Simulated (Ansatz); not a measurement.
# SiH2SF (SMILES F[SiH2][S]): methods side by side

The species is SiH2SF (5 atoms), meant as a doublet with charge 0. As SMILES, `F[SiH2][S]`. The shape is that of a PBE0-D4/def2-TZVP optimisation.

```csv
atom,x (Å),y (Å),z (Å)
F,-0.3243,-0.0233,1.5854
Si,0.0860,-0.0810,0.0445
S,-1.1480,1.0613,-1.2110
H,-0.0235,-1.4931,-0.3910
H,1.4597,0.4626,-0.0693
```

Quantity: the energy change with the Si2–H4 bond stretched from 1.482 to 2.223 Å, in eV. The values are calculated.

| level | kind | program | value (eV) | CPU time (all runs) |
| --- | --- | --- | --- | --- |
| USVWN5/STO-3G | LDA | Ansatz | 2.59 | 4.3 s |
| UPBE/STO-3G | GGA | Ansatz | 2.49 | 7.4 s |
| U-r2SCAN/STO-3G | meta-GGA | Ansatz | 2.73 | 24 s |
| U-r2SCAN0/STO-3G | hybrid meta-GGA | Ansatz | 3.05 | 20 s |
| U-wB97X/STO-3G | range-separated hybrid | Ansatz | 3.19 | 46 s |
| UB2PLYP/STO-3G | double hybrid | Ansatz | 3.07 | 7.1 s |
| RPA@PBE/STO-3G | RPA | Ansatz | 2.76 | 10 s |
| UMP2/STO-3G | perturbation theory | Ansatz | 3.35 | 0.89 s |
| UCCSD(T)/STO-3G | coupled cluster or CI | Ansatz | 2.75 | 1.4 s |
| UCCSDT/STO-3G | coupled cluster or CI | Ansatz | 2.72 | 4 s |

The first shape isn't each level's own minimum. The values span 2.49 to 3.35 eV. Spin contamination of the reference (⟨S²⟩ at least 0.1 too high) touches U-r2SCAN0/STO-3G, UB2PLYP/STO-3G, UMP2/STO-3G, UCCSD(T)/STO-3G, UCCSDT/STO-3G. The coupled-cluster rows rest on a doubtful reference here (large T1 or Brueckner and Hartree–Fock orbitals at odds), and rows may lie in different states. All rows use very small basis sets, so even the best lies far from the true value. CPU times are rough (shared hosts, several kinds of processor): they show what a rung costs within a factor of a few.
